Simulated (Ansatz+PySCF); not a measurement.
Results of a calculation; reference values are marked as such.
## Ansatz (development build ahead of 0.2.0) run

```yaml
crystal:
  periodic: [false, false, false]
  atoms:
    - { symbol: Na, position_ang: [0.0, 0.0, 0.0] }
    - { symbol: Si, position_ang: [1.17182, 1.56242, 3.38274] }
basis:
  gaussian: { orbitals: STO-3G }
magnetization:
  initial_magnetization: 3
hamiltonian:
  xc: hf
correlation:
  method: fci
  frozen_orbitals: { Na: 1, Si: 5 }
```

The input is written out in the form of the current development build from the run's settings.

The run gave:

```yaml
Converged: yes
Total_energy: -445.20151 hartree
State: lowest quartet root, of any spatial symmetry
```
